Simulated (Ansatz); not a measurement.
# Si₃O₂: from a trial structure to a relaxed crystal

Method: DFT PBE, scalar-relativistic, plane waves, PAW in Ansatz 0.2.0. Cutoff 420 eV, Γ-centred k mesh, Gaussian smearing, no spin polarisation in the final step.

The start puts Si₃O₂ on the sites of a reported La2O3 cell (P321, No. 150), with O in place of La, Si in place of O, at a guessed volume.

```yaml
crystal:
  lattice:
    - [3.46769, 0.00000, 0.00000]
    - [-1.73385, 3.00311, 0.00000]
    - [0.00000, 0.00000, 5.40007]
  atoms:
    - { symbol: Si, position: [0.25000, 0.25000, 0.00000] }
    - { symbol: Si, position: [0.75000, 0.00000, 0.00000] }
    - { symbol: Si, position: [0.00000, 0.75000, 0.00000] }
    - { symbol: O, position: [0.33333, 0.66667, 0.25000] }
    - { symbol: O, position: [0.66667, 0.33333, 0.75000] }
```

Cell and atoms relax at zero pressure; the relaxation can't lower the symmetry of the start. After a coarse first stage the cell is made exact in the group found at 0.06 Å.

The zero of energy is the elements' standard structures at the same level (O₂ as a molecule); no fitted shifts are applied.

Describe the relaxed structure.

It keeps P321 (No. 150), but not the shape of the type it started on. Conventional cell: a = 4.355 Å, c = 5.098 Å. Around Si lie 2 O at 1.91 Å; around O lie 3 Si at 1.91 Å.

Space group P321 (No. 150). a = 4.355 Å, b = 4.355 Å, c = 5.098 Å, α = 90.00°, β = 90.00°, γ = 120.00°
```
atom site symmetry x y z
  Si    3e       .2.  0.3707  0.3707  0.0000
   O    2d       3..  0.3333  0.6667  0.2600
```

What are its volume, energy, density and gap?

The volume per atom is 16.7 Å³ and the density is 2.3 g/cm³. The energy over the elements is -0.25 eV/atom and the gap on the 12×12×8 mesh is 0 eV (a metal).

The final run used a 12×12×8 mesh on its 5-atom cell and 0.10 eV smearing. For metals, differences of a few meV/atom aren't resolved. Weakly bound directions are ill-defined at this level, which has no dispersion term. A structure relaxed within its symmetry needn't be a true minimum. The steps took about 7 core-minutes in all.